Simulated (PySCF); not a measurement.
**Computed properties of formic acid (CH2O2), SMILES O=CO**

CH2O2, SMILES O=CO. Geometry optimised at PBE0-D3(BJ)/def2-TZVP. One conformer was computed; it need not be the lowest. All values are computed for the isolated molecule unless a solvent is named; none is compared with measurement here.

**Structure.** The optimised structure has Cs symmetry. All 9 harmonic modes at PBE0-D3(BJ)/def2-TZVP (PySCF) are real, so it is a minimum. With heavy atoms numbered as in [OH:1][CH:2]=[O:3], the shortest bond between them is C2–O3 at 1.194 Å and the longest O1–C2 at 1.335 Å.

**Vibrations.** The strongest infrared lines (harmonic, unscaled, degenerate partners summed) lie at 1854 cm⁻¹ (368 km/mol, C 59 %, O 37 %), 1150 cm⁻¹ (242 km/mol, O 53 %, H 31 %, C 16 %), 693 cm⁻¹ (145 km/mol, H 79 %, O 14 %). The softest mode is at 636 cm⁻¹ and the zero-point energy is 21.4 kcal/mol.

**Electronic structure.** r2SCAN/def2-TZVPD (PySCF) places the frontier levels at -7.25 and -1.13 eV, a gap of 6.12 eV, and gives a dipole moment of 1.57 D and a mean polarisability of 22.6 bohr³.

**Excitations.** TDA-B3LYP/def2-SVPD (PySCF) has S1 at 5.86 eV (212 nm, f = 0.001, dark); the most intense of the 10 singlets computed lies at 9.01 eV (f = 0.26). T1 (TDA) is at 5.29 eV, 0.57 eV under S1. No vertical singlet excitation falls in the visible range (under 3.1 eV).

**NMR.** GIAO shifts at PBE0/pcSseg-2 (PySCF) (non-relativistic, atoms alike by connectivity averaged): ¹³C at 168.7 ppm against TMS; ¹H from 6.2 to 8.0 ppm against TMS.
